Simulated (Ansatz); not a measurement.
Geometry optimisation, RKS PBE/def2-TZVP (Ansatz 0.2.0).

Input file:

```yaml
crystal:
  periodic: [false, false, false]
  atoms:
    - { symbol: B, position_ang: [-0.817133, 0.697558, -0.30575] }
    - { symbol: O, position_ang: [1.135246, -1.242853, 0.13716] }
    - { symbol: H, position_ang: [-1.365393, 0.421104, -1.332708] }
    - { symbol: H, position_ang: [-0.02714, 1.599976, -0.258214] }
    - { symbol: H, position_ang: [0.405492, -1.07486, 0.760271] }
    - { symbol: H, position_ang: [-1.099634, 0.124041, 0.67988] }
    - { symbol: H, position_ang: [1.768562, -0.524966, 0.319262] }
basis:
  gaussian: { orbitals: def2-TZVP }
hamiltonian:
  xc: pbe
relax:
  f_tol: 0.03
  max_steps: 50
output:
  orbitals: {}
```

Launched with:

```bash
$ ansatz run input.yaml --threads 2 --pin off --max-ram 3072MiB --backend cpu --events-out ev --progress --plain --runs-dir out
```

Where does it end, and by what steps?

It converged. The force dipped under the threshold on the way, but the program's further checks kept it going. After 14 steps the energy has fallen by 0.629 eV; O2 moved furthest, 0.73 Å. Joined: B1–O2.

| step | energy less start (eV) | largest force component (eV/Å) | accepted |
| --- | --- | --- | --- |
| 0 | 0.0000 | 0.615 | yes |
| 1 | -0.0582 | 1.773 | yes |
| 2 | -0.1671 | 2.032 | yes |
| 3 | -0.3611 | 1.051 | yes |
| 4 | -0.5662 | 0.925 | yes |
| 5 | -0.5917 | 0.433 | yes |
| 6 | -0.5989 | 0.230 | yes |
| 7 | -0.6124 | 0.156 | yes |
| 8 | -0.6252 | 0.057 | yes |
| 9 | -0.5438 | 1.705 | no |
| 10 | -0.6283 | 0.019 | yes |
| 11 | -0.6267 | 0.313 | no |
| 12 | -0.6287 | 0.020 | yes |
| 13 | -0.6288 | 0.050 | yes |
| 14 | -0.6289 | 0.013 | yes |

```xyz
7
Properties=species:S:1:pos:R:3
B -0.497 0.480 -0.204
O 0.799 -0.626 -0.043
H -1.139 -0.024 -1.096
H 0.087 1.502 -0.483
H 0.420 -1.480 0.237
H -1.024 0.463 0.892
H 1.354 -0.315 0.696
```

Whether the end is a true minimum wasn't checked by a vibrational analysis.

Time of the run: 9.1 s on 2 threads of AMD EPYC 7R43 64-Core Processor (Zen 3) (shared host), peak memory 0.14 GiB.
